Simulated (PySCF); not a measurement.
# Towards the basis-set limit for Si₂⁻

State: doublet, unpaired electrons π ↑. De refers to Si + Si⁻. ROHF-based CCSD(T) in PySCF 2.14 with Si aug-cc-pV(D+d)Z and Si aug-cc-pV(T+d)Z (frozen core orbitals: 10; no relativity). Correlation energies are extrapolated as n⁻³ (n = 2, 3), Hartree–Fock as (n+1)·exp(−9√n). CV is the change on freezing 2 orbitals instead, in Si cc-pwCVTZ. SR is the spin-free X2C energy in Si cc-pVTZ-DK less the non-relativistic one in Si cc-pVTZ.

```tsv
Level	Re (Å)	ωe (cm⁻¹)	ωexe (cm⁻¹)	αe (cm⁻¹)	De (eV)
CCSD(T)/DZ	2.2239	526.3	2.19	0.00139	3.455
CCSD(T)/TZ	2.2030	539.1	2.11	0.00135	3.832
HF/CBS	2.1553	611.2	1.68	0.00111	1.968
MP2/CBS	2.1955	541.0	2.35	0.00142	3.969
CCSD/CBS	2.1796	568.1	1.93	0.00126	3.691
CCSD(T)/CBS	2.1967	543.6	2.10	0.00135	3.974
CCSD(T)/CBS+CV	2.1898	545.5	2.10	0.00136	3.985
CCSD(T)/CBS+CV+SR	2.1895	544.5	2.10	0.00136	3.975
```

Question: How much is left between CCSD(T)/TZ and the basis-set limit, and how much do the triples give at the limit?

Answer: CCSD(T)/CBS less CCSD(T)/TZ: -6.3 mÅ in Re, +4.5 cm⁻¹ in ωe and +0.142 eV in De. CCSD(T)/CBS less CCSD/CBS: +17.1 mÅ in Re, -24.5 cm⁻¹ in ωe and +0.283 eV in De.

Question: What do the later terms add?

Answer: CV: -6.9 mÅ in Re, +1.9 cm⁻¹ in ωe and +0.011 eV in De; SR: -0.3 mÅ in Re, -1.0 cm⁻¹ in ωe and -0.010 eV in De, each against the row above.

The T1 diagnostic is 0.022. The state was picked by a PBE0 search and need not be the measured ground state. Spin–orbit coupling, excitations beyond (T) and corrections to the Born–Oppenheimer picture are left out.

The whole job (state search and all basis sets along the bond) took about 37 min on 4 threads of Arm Neoverse V1 (shared host), peak memory 10 GiB.
